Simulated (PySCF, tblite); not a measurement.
# C2H5F: changes of charge

Wanted: changes of charge for C2H5F (`CCF`).

Computed with tblite 0.8.0 and PySCF 2.14.0 and routines of our own; the level stands in each step. Atoms count from 0.

## 1. The system as given

8 atoms, charge 0, multiplicity 1; geometry from: start built from the parent or by distance geometry.

## 2. Relaxing the molecule with GFN2-xTB

Job settings and geometry (Å):

```
{"job": {"kind": "relax", "xc": "GFN2-xTB", "basis": "xTB"}, "charge": 0, "multiplicity": 1}
C      0.752900     0.085500     0.051300
C     -0.748600    -0.155300    -0.089300
F     -1.359500     1.028100    -0.260100
H      1.155300    -0.334200     0.962600
H      1.312000    -0.375400    -0.763600
H      0.976800     1.165600     0.037100
H     -1.096800    -0.546900     0.907800
H     -0.974000    -0.848600    -0.894800
```

On the command line:

```sh
$ OMP_NUM_THREADS=1 python redox_run.py task.json out
```

This one command runs all jobs of the session in turn.

What it wrote:

```text
step      E/eV     max force
  0    -314.38829    2.057
  1    -314.45058    0.443
  2    -314.46425    0.392
  3    -314.47683    0.217
  4    -314.47918    0.139
  5    -314.48015    0.102
  6    -314.48074    0.083
  7    -314.48150    0.081
  8    -314.48193    0.059
  9    -314.48214    0.034
 10    -314.48228    0.036
 11    -314.48244    0.039
 12    -314.48262    0.046
 13    -314.48281    0.044
 14    -314.48302    0.056
 15    -314.48330    0.058
 16    -314.48371    0.082
 17    -314.48437    0.108
 18    -314.48549    0.126
 19    -314.48757    0.227
 20    -314.49167    0.395
 21    -314.49989    0.565
 22    -314.51843    0.546
 23    -314.53554    0.580
 24    -314.49280    1.555
 25    -314.55707    0.331
 26    -314.55936    0.230
 27    -314.56424    0.146
 28    -314.56622    0.144
 29    -314.56835    0.130
 30    -314.56995    0.081
 31    -314.57033    0.069
 32    -314.57062    0.055
 33    -314.57099    0.061
 34    -314.57133    0.051
 35    -314.57150    0.035
 36    -314.57155    0.021
 37    -314.57158    0.018
 38    -314.57161    0.016
 39    -314.57163    0.009
```

Run time: 0.09 s. Hardware: 1 thread of Arm Neoverse V1, shared host.

Step by step: (not every step is listed) (the energy doesn't fall at every step)

```
step  energy from step 0 (eV)  largest force (eV/Å)
   0                   0.0000                2.0568
   1                  -0.0623                0.4430
   2                  -0.0760                0.3918
   3                  -0.0885                0.2172
   4                  -0.0909                0.1394
   5                  -0.0919                0.1018
   6                  -0.0925                0.0833
   7                  -0.0932                0.0810
   8                  -0.0936                0.0595
  10                  -0.0940                0.0359
  12                  -0.0943                0.0460
  14                  -0.0947                0.0562
  16                  -0.0954                0.0819
  18                  -0.0972                0.1255
  20                  -0.1034                0.3946
  22                  -0.1301                0.5455
  24                  -0.1045                1.5551
  26                  -0.1711                0.2302
  28                  -0.1779                0.1436
  30                  -0.1817                0.0815
  32                  -0.1823                0.0553
  34                  -0.1830                0.0509
  35                  -0.1832                0.0354
  36                  -0.1833                0.0214
  37                  -0.1833                0.0177
  38                  -0.1833                0.0158
  39                  -0.1833                0.0094
```

Close pairs (by a distance rule), those that changed most:

```
 bond  before (Å)  after (Å)  change (Å)
C1–F2       1.343      1.375      +0.033
C1–H6       1.126      1.095      -0.032
C0–H5       1.103      1.087      -0.016
C0–C1       1.527      1.517      -0.010
C1–H7       1.086      1.095      +0.008
C0–H3       1.081      1.086      +0.005
C0–H4       1.090      1.087      -0.003
```

The next job starts from the end point, and lists it.

## 3. Vibrational analysis with GFN2-xTB

Job settings and geometry (Å):

```
{"job": {"kind": "ir", "xc": "GFN2-xTB", "basis": "xTB"}, "charge": 0, "multiplicity": 1}
C      0.775879     0.091133     0.059085
C     -0.719530    -0.148090    -0.024229
F     -1.322907     0.850546    -0.752451
H      1.240130    -0.704497     0.634637
H      1.208448     0.108450    -0.938211
H      0.975919     1.044831     0.541368
H     -1.187518    -0.135272     0.965383
H     -0.952307    -1.088275    -0.534713
```

What it wrote:

```text
mode    cm-1     km/mol
  1     209.4      0.73
  2     401.1      8.42
  3     823.0      3.22
  4     915.3     17.07
  5    1079.7     53.01
  6    1106.1     41.55
  7    1148.0     13.37
  8    1245.9      0.83
  9    1326.8     10.63
 10    1400.4     11.96
 11    1454.5      0.04
 12    1474.7      3.52
 13    1490.6      4.81
 14    2945.2     34.77
 15    2953.2     34.98
 16    3048.2     24.24
 17    3050.9     13.10
 18    3055.8     25.11
ZPE 174.230  H(298)-E 187.027  G(298)-E 107.898 kJ/mol  S 265.40 J/(mol K)
```

Wall time 0.11 s (1 thread of Arm Neoverse V1, shared host).

Which atoms move in the most intense modes:

```
cm⁻¹  km/mol                               atoms
 915    17.1  H3 31 %, F2 27 %, C0 19 %, C1 16 %
1080    53.0           C1 45 %, C0 22 %, F2 12 %
1106    41.5  C1 32 %, C0 17 %, H3 16 %, H4 11 %
1148    13.4  C1 24 %, H6 19 %, H7 19 %, H5 12 %
2945    34.8                    H7 51 %, H6 39 %
2953    35.0                    H6 54 %, H7 42 %
3048    24.2                    H5 58 %, H4 32 %
3056    25.1                             H3 85 %
```

## 4. Relaxing the molecule at PBE0-D3(BJ)/def2-SVP

The job, as its differences from that of step 3:

```diff
@@ -1,2 +1,2 @@
-{"job": {"kind": "ir", "xc": "GFN2-xTB", "basis": "xTB"}, "charge": 0, "multiplicity": 1}
+{"job": {"xc": "PBE0", "basis": "def2-SVP", "d3": "d3bj", "grid": 1, "kind": "geom"}, "charge": 0, "multiplicity": 1}
 C      0.775879     0.091133     0.059085
```

What it wrote:

```text
step   0  E = -178.73056681  max force = 0.016965
step   1  E = -178.73139529  max force = 0.001815
step   2  E = -178.73141361  max force = 0.000112
step   3  E = -178.73141940  max force = 0.000290
optimisation converged
```

It took 4.2 s on 1 thread of Arm Neoverse V1, shared host.

Relaxation path:

```
step  energy from step 0 (eV)  largest force component (eV/Å)
   0                   0.0000                          0.8724
   1                  -0.0225                          0.0933
   2                  -0.0230                          0.0058
   3                  -0.0232                          0.0149
```

Close pairs (by a distance rule), those that changed most:

```
 bond  before (Å)  after (Å)  change (Å)
C0–H3       1.086      1.100      +0.014
C0–H4       1.087      1.100      +0.013
C0–H5       1.087      1.100      +0.013
C0–C1       1.517      1.507      -0.010
C1–H6       1.095      1.104      +0.009
C1–H7       1.095      1.104      +0.009
C1–F2       1.375      1.374      -0.001
```

The next job starts from the end point, and lists it.

```
                         at the end point                 value
  point group (found at 0.08 Å tolerance)                    Cs
rotational constants (GHz, main isotopes)  36.576, 9.439, 8.292
                        dipole moment (D)                  1.77
```

## 5. Harmonic vibrations (C₂H₅F): PBE0-D3(BJ)/def2-SVP

Job settings and geometry (Å):

```
{"job": {"xc": "PBE0", "basis": "def2-SVP", "d3": "d3bj", "grid": 2, "kind": "hessian"}, "charge": 0, "multiplicity": 1}
C      0.765177     0.064788     0.052237
C     -0.729002    -0.112032    -0.029884
F     -1.294646     0.925034    -0.732011
H      1.219326    -0.758227     0.624371
H      1.212878     0.076169    -0.952446
H      1.015987     1.012332     0.551498
H     -1.182254    -0.133765     0.976681
H     -0.990260    -1.056360    -0.538855
```

What it wrote:

```text
coarse grid: 6360 points
cycle   1  E = -178.6665498846  dE =  7.821e-02  |g| = 4.682e-01  |ddm| = 2.514e+00
cycle   2  E = -178.6447284373  dE =  2.182e-02  |g| = 6.095e-01  |ddm| = 8.814e-01
cycle   3  E = -178.7062578620  dE = -6.153e-02  |g| = 4.549e-02  |ddm| = 5.008e-01
cycle   4  E = -178.7066148540  dE = -3.570e-04  |g| = 1.981e-02  |ddm| = 4.708e-02
cycle   5  E = -178.7067099599  dE = -9.511e-05  |g| = 2.256e-03  |ddm| = 1.816e-02
cycle   6  E = -178.7067110121  dE = -1.052e-06  |g| = 3.889e-04  |ddm| = 1.871e-03
final grid: 60880 points
cycle   7  E = -178.7313959486  dE = -1.273e-05  |g| = 6.293e-03  |ddm| = 1.341e-02
cycle   8  E = -178.7313909064  dE =  5.042e-06  |g| = 8.215e-03  |ddm| = 1.087e-02
cycle   9  E = -178.7314049482  dE = -1.404e-05  |g| = 6.278e-04  |ddm| = 5.995e-03
cycle  10  E = -178.7314050225  dE = -7.435e-08  |g| = 1.024e-04  |ddm| = 6.280e-04
cycle  11  E = -178.7314050244  dE = -1.864e-09  |g| = 1.302e-05  |ddm| = 7.392e-05
cycle  12  E = -178.7314050244  dE = -2.962e-11  |g| = 6.545e-06  |ddm| = 1.509e-05
converged SCF energy = -178.7314050244

mode    cm-1
  1     265.6
  2     414.6
  3     808.6
  4     911.4
  5    1109.3
  6    1153.5
  7    1186.8
  8    1300.7
  9    1378.9
 10    1431.9
 11    1451.2
 12    1476.3
 13    1504.9
 14    3052.5
 15    3065.8
 16    3106.1
 17    3167.0
 18    3170.4
ZPE 179.174  H(298)-E 191.694  G(298)-E 113.185 kJ/mol  S 263.32 J/(mol K)
```

It took 38 s on 1 thread of Arm Neoverse V1, shared host; peak memory 0.99 GiB.

Zero-point energy 179.17 kJ/mol (xTB gave 174.23).

## 6. Single point (C2H5F): wB97X-D3(BJ)/ma-def2-TZVP

Geometry: PBE0-D3(BJ)/def2-SVP.

The job, as its differences from that of step 5:

```diff
@@ -1,2 +1,2 @@
-{"job": {"xc": "PBE0", "basis": "def2-SVP", "d3": "d3bj", "grid": 2, "kind": "hessian"}, "charge": 0, "multiplicity": 1}
+{"job": {"kind": "sp", "xc": "wB97X", "basis": "ma-def2-TZVP", "d3": "d3bj", "grid": 2}, "charge": 0, "multiplicity": 1}
 C      0.765177     0.064788     0.052237
```

What it wrote:

```text
coarse grid: 6360 points
cycle   1  E = -179.1477830001  dE =  1.674e-01  |g| = 5.015e-01  |ddm| = 1.696e+00
cycle   2  E = -179.1485077349  dE = -7.247e-04  |g| = 5.627e-01  |ddm| = 4.740e-01
cycle   3  E = -179.1918759290  dE = -4.337e-02  |g| = 3.353e-02  |ddm| = 2.119e-01
cycle   4  E = -179.1920733428  dE = -1.974e-04  |g| = 1.319e-02  |ddm| = 2.584e-02
cycle   5  E = -179.1921118561  dE = -3.851e-05  |g| = 3.301e-03  |ddm| = 1.067e-02
cycle   6  E = -179.1921144801  dE = -2.624e-06  |g| = 3.713e-04  |ddm| = 2.850e-03
final grid: 60880 points
cycle   7  E = -179.1895226252  dE = -3.767e-05  |g| = 4.193e-03  |ddm| = 1.954e-02
cycle   8  E = -179.1895232882  dE = -6.631e-07  |g| = 3.724e-03  |ddm| = 3.429e-03
cycle   9  E = -179.1895250999  dE = -1.812e-06  |g| = 4.505e-04  |ddm| = 1.504e-03
cycle  10  E = -179.1895251275  dE = -2.763e-08  |g| = 1.592e-04  |ddm| = 2.902e-04
cycle  11  E = -179.1895251334  dE = -5.904e-09  |g| = 1.615e-05  |ddm| = 9.936e-05
converged SCF energy = -179.1895251334
```

It took 4.4 s on 1 thread of Arm Neoverse V1, shared host; peak memory 0.54 GiB.

Orbitals, density, ELF and potential are computed afterwards from the orbital file.

Frontier orbitals at wB97X/ma-def2-TZVP, with the share of their density that lies nearest to each atom:

```
orbital  energy (eV)                                                  lies on
   HOMO       -11.94                 F2 31 %; H6, H7 about 19 % each; C1 11 %
   LUMO         1.30  H3 28 %; H6, H7 about 18 % each; H4, H5 about 13 % each
```

ELF in a plane through or near 4 of the atoms.

Ten even steps from '0' (0.00) to '9' (1.00):
```
0000000000000000000000000000
0000000000000000000000000000
0000000000000000000000000000
0000000000000000000000000000
0000002688740000000000000000
0000027999972000000000000000
0000069999994000112100000000
0000058999995222355420000000
0000026899986553366531000000
0000002465335994724420000000
0000001344335995114310000000
0000001356654443577775310000
0000000235542102672687520000
0000000012210004885687420000
0000000000000004677754200000
0000000000000002455421000000
0000000000000000111000000000
0000000000000000000000000000
0000000000000000000000000000
0000000000000000000000000000
```
The map spans 7.8 Å across and 7.5 Å up, centred on the molecule. Atoms in the plane (x, y in Å): C0 (-0.8, 0.0), C1 (0.7, 0.1), F2 (1.3, -1.2), H3 (-1.2, 1.0).

log10 of the density (e/Å³) in the same plane.

Ten even steps from '0' (-4.0) to '9' (1.6):
```
0000000000000000000000000000
0000000000000000000000000000
0000000011110000000000000000
0000011222222111111110000000
0000122333333222222221100000
0001223444444333333332210000
0011234566655444555443221000
0012345667766556666554321000
0012345667776666776654321000
0012345567887777987654322100
0012344567897777777665432100
0012234566776666778776543210
0011234556666556789876543210
0001223445554456789876543210
0000122333333445667765432100
0000011222223334555554332100
0000000111112223344433211000
0000000000000112222221100000
0000000000000001111110000000
0000000000000000000000000000
```
The map spans 7.8 Å across and 7.5 Å up, centred on the molecule. Atoms in the plane (x, y in Å): C0 (-0.8, 0.0), C1 (0.7, 0.1), F2 (1.3, -1.2), H3 (-1.2, 1.0).

On the surface of density 0.002 e/bohr³ the electrostatic potential runs, from the 1st to the 99th percentile, from -1.10 V near F2 to 0.90 V near H3.

## 7. Single point (C2H5F+ (doublet)): wB97X-D3(BJ)/ma-def2-TZVP

Geometry: PBE0-D3(BJ)/def2-SVP, that of another charge or spin state.

The job, as its differences from that of step 6:

```diff
@@ -1,2 +1,2 @@
-{"job": {"kind": "sp", "xc": "wB97X", "basis": "ma-def2-TZVP", "d3": "d3bj", "grid": 2}, "charge": 0, "multiplicity": 1}
+{"job": {"kind": "sp", "xc": "wB97X", "basis": "ma-def2-TZVP", "d3": "d3bj", "grid": 2}, "charge": 1, "multiplicity": 2}
 C      0.765177     0.064788     0.052237
```

What it wrote:

```text
final grid: 60880 points
cycle   1  E = -178.7381271402  dE = -3.790e-09  |g| = 2.847e-05  |ddm| = 5.778e-05
converged SCF energy = -178.7381271402
```

It took 17 s on 1 thread of Arm Neoverse V1, shared host; peak memory 0.55 GiB.

## 8. Geometry optimisation with GFN2-xTB

This step treats C2H5F+ (doublet), labelled `CC[F+]` (the label fixes atoms and charge, not where charge and spin sit).

Job settings and geometry (Å):

```
{"job": {"kind": "relax", "xc": "GFN2-xTB", "basis": "xTB"}, "charge": 1, "multiplicity": 2}
C      0.781400     0.058700     0.047000
C     -0.739700    -0.103400    -0.052900
F     -1.277200     0.917400    -0.728800
H      1.216800    -0.743600     0.603800
H      1.209700     0.072300    -0.941100
H      1.005000     1.010600     0.542700
H     -1.181800    -0.127900     0.965700
H     -0.978800    -1.047300    -0.533800
```

What it wrote:

```text
step      E/eV     max force
  0    -299.02490    2.596
  1    -299.13787    0.428
  2    -299.15036    0.386
  3    -299.18156    0.506
  4    -299.18770    0.314
  5    -299.19090    0.129
  6    -299.19271    0.137
  7    -299.19414    0.117
  8    -299.19450    0.054
  9    -299.19457    0.017
 10    -299.19460    0.018
 11    -299.19464    0.023
 12    -299.19467    0.018
 13    -299.19468    0.006
```

Wall time 0.04 s (1 thread of Arm Neoverse V1, shared host).

Relaxation path:

```
step  energy from step 0 (eV)  largest force (eV/Å)
   0                   0.0000                2.5960
   1                  -0.1130                0.4276
   2                  -0.1255                0.3865
   3                  -0.1567                0.5062
   4                  -0.1628                0.3135
   5                  -0.1660                0.1292
   6                  -0.1678                0.1370
   7                  -0.1692                0.1175
   8                  -0.1696                0.0536
   9                  -0.1697                0.0175
  10                  -0.1697                0.0177
  11                  -0.1697                0.0234
  12                  -0.1698                0.0184
  13                  -0.1698                0.0065
```

Distances of close pairs at the start and the end, largest changes first:

```
 bond  before (Å)  after (Å)  change (Å)
C0–C1       1.533      1.472      -0.061
C1–H7       1.086      1.123      +0.037
C0–H4       1.077      1.108      +0.031
C0–H3       1.069      1.088      +0.019
C1–H6       1.111      1.123      +0.012
C0–H5       1.096      1.108      +0.012
C1–F2       1.337      1.337      +0.000
```

The final coordinates are the input of the step that follows.

## 9. Vibrational analysis with GFN2-xTB

Job settings and geometry (Å):

```
{"job": {"kind": "ir", "xc": "GFN2-xTB", "basis": "xTB"}, "charge": 1, "multiplicity": 2}
C      0.765083     0.045168     0.061533
C     -0.696946    -0.084186    -0.048012
F     -1.294752     0.900868    -0.727130
H      1.211102    -0.770987     0.626728
H      1.247004     0.138103    -0.932253
H      1.059755     1.024787     0.487691
H     -1.221328    -0.165492     0.941300
H     -1.034598    -1.051498    -0.507395
```

What it wrote:

```text
mode    cm-1     km/mol
  1     185.9     47.23
  2     426.3     20.31
  3     625.3     70.74
  4     822.6      8.21
  5     925.2      8.88
  6    1013.0      0.16
  7    1086.9     20.65
  8    1111.6    219.00
  9    1159.2     42.83
 10    1195.4    343.25
 11    1222.5     22.79
 12    1288.8    127.18
 13    1371.5     48.38
 14    2570.3    120.82
 15    2675.3    104.26
 16    2762.5    134.06
 17    2848.1    155.42
 18    3050.6     27.12
ZPE 157.555  H(298)-E 170.866  G(298)-E 89.332 kJ/mol  S 273.47 J/(mol K)
```

Run time: 0.12 s. Hardware: 1 thread of Arm Neoverse V1, shared host.

The strongest bands and the atoms that carry them (share of the mass-weighted mode):

```
cm⁻¹  km/mol                      atoms
 625    70.7  H6 30 %, H7 30 %, C1 22 %
1112   219.0  H6 34 %, H7 33 %, F2 13 %
1195   343.2           H6 38 %, H7 38 %
1289   127.2  H5 30 %, H4 29 %, C1 16 %
2570   120.8           H7 47 %, H6 45 %
2675   104.3           H6 48 %, H7 47 %
2762   134.1           H4 47 %, H5 45 %
2848   155.4           H5 49 %, H4 46 %
```

## 10. Relaxing the molecule at PBE0-D3(BJ)/def2-SVP

This step treats C2H5F+ (doublet), labelled `CC[F+]` (the label fixes atoms and charge, not where charge and spin sit).

The job, as its differences from that of step 9:

```diff
@@ -1,2 +1,2 @@
-{"job": {"kind": "ir", "xc": "GFN2-xTB", "basis": "xTB"}, "charge": 1, "multiplicity": 2}
+{"job": {"xc": "PBE0", "basis": "def2-SVP", "d3": "d3bj", "grid": 1, "kind": "geom"}, "charge": 1, "multiplicity": 2}
 C      0.765083     0.045168     0.061533
```

What it wrote:

```text
step   0  E = -178.30792618  max force = 0.046799
step   1  E = -178.31362162  max force = 0.011824
step   2  E = -178.31482441  max force = 0.006460
step   3  E = -178.31523425  max force = 0.005442
step   4  E = -178.31532212  max force = 0.002355
step   5  E = -178.31535862  max force = 0.000962
step   6  E = -178.31536968  max force = 0.000821
step   7  E = -178.31538244  max force = 0.001077
step   8  E = -178.31540212  max force = 0.001470
step   9  E = -178.31543324  max force = 0.002022
step  10  E = -178.31545724  max force = 0.001481
step  11  E = -178.31546460  max force = 0.000635
step  12  E = -178.31546634  max force = 0.000445
optimisation converged
```

Wall time 21 s (1 thread of Arm Neoverse V1, shared host).

Relaxation path:

```
step  energy from step 0 (eV)  largest force component (eV/Å)
   0                   0.0000                          2.4065
   1                  -0.1550                          0.6080
   2                  -0.1877                          0.3322
   3                  -0.1989                          0.2798
   4                  -0.2013                          0.1211
   5                  -0.2022                          0.0495
   6                  -0.2025                          0.0422
   7                  -0.2029                          0.0554
   8                  -0.2034                          0.0756
   9                  -0.2043                          0.1040
  10                  -0.2049                          0.0762
  11                  -0.2051                          0.0327
  12                  -0.2052                          0.0229
```

Close pairs (by a distance rule), those that changed most:

```
 bond  before (Å)  after (Å)  change (Å)
C1–H7       1.123      1.172      +0.049
C1–H6       1.123      1.169      +0.047
C1–F2       1.337      1.296      -0.041
C0–C1       1.472      1.449      -0.023
C0–H3       1.088      1.097      +0.009
C0–H5       1.108      1.117      +0.009
C0–H4       1.108      1.116      +0.008
```

The final coordinates are the input of the step that follows.

```
                         at the end point                 value
  point group (found at 0.08 Å tolerance)                    Cs
rotational constants (GHz, main isotopes)  40.537, 9.505, 8.367
                                     ⟨S²⟩                 0.753
```

## 11. Harmonic vibrations (C₂H₅F+ (doublet), CC[F+]): PBE0-D3(BJ)/def2-SVP

Job settings and geometry (Å):

```
{"job": {"xc": "PBE0", "basis": "def2-SVP", "d3": "d3bj", "grid": 2, "kind": "hessian"}, "charge": 1, "multiplicity": 2}
C      0.774841     0.036382    -0.175061
C     -0.644652     0.015127     0.115408
F     -1.350957     1.084339    -0.079757
H      1.258212    -0.927934     0.025291
H      0.952661     0.355960    -1.229781
H      1.276669     0.852932     0.398460
H     -0.977138    -0.479581     1.121575
H     -1.249727    -0.911871    -0.268137
```

What it wrote:

```text
coarse grid: 6360 points
cycle   1  E = -178.2330545520  dE =  6.213e-01  |g| = 3.566e-01  |ddm| = 1.807e+00
cycle   2  E = -178.1745447474  dE =  5.851e-02  |g| = 5.625e-01  |ddm| = 6.613e-01
cycle   3  E = -178.2894585622  dE = -1.149e-01  |g| = 7.606e-02  |ddm| = 3.983e-01
cycle   4  E = -178.2913466073  dE = -1.888e-03  |g| = 3.604e-02  |ddm| = 9.042e-02
cycle   5  E = -178.2919369214  dE = -5.903e-04  |g| = 3.722e-03  |ddm| = 3.323e-02
cycle   6  E = -178.2919460992  dE = -9.178e-06  |g| = 1.716e-03  |ddm| = 5.211e-03
final grid: 60880 points
cycle   7  E = -178.3153883263  dE = -9.036e-06  |g| = 5.251e-03  |ddm| = 9.638e-03
cycle   8  E = -178.3153734535  dE =  1.487e-05  |g| = 8.240e-03  |ddm| = 9.923e-03
cycle   9  E = -178.3154009090  dE = -2.746e-05  |g| = 1.086e-03  |ddm| = 6.220e-03
cycle  10  E = -178.3154013737  dE = -4.647e-07  |g| = 1.063e-04  |ddm| = 8.612e-04
cycle  11  E = -178.3154013823  dE = -8.629e-09  |g| = 8.374e-05  |ddm| = 1.908e-04
cycle  12  E = -178.3154013866  dE = -4.284e-09  |g| = 1.560e-05  |ddm| = 9.483e-05
cycle  13  E = -178.3154013868  dE = -2.417e-10  |g| = 3.274e-06  |ddm| = 3.289e-05
cycle  14  E = -178.3154013868  dE = -1.029e-11  |g| = 9.071e-07  |ddm| = 6.406e-06
converged SCF energy = -178.3154013868

mode    cm-1
  1     156.3
  2     457.6
  3     531.4
  4     766.0
  5     934.7
  6     940.7
  7    1007.4
  8    1074.5
  9    1176.3
 10    1270.6
 11    1286.4
 12    1412.2
 13    1467.3
 14    2280.6
 15    2599.6
 16    2935.5
 17    2957.5
 18    3201.2
ZPE 158.241  H(298)-E 171.815  G(298)-E 89.777 kJ/mol  S 275.16 J/(mol K)
```

Wall time 60 s (1 thread of Arm Neoverse V1, shared host); peak memory 1.1 GiB.

Zero-point energy 158.24 kJ/mol (xTB gave 157.56).

[end of part 1 of 2]
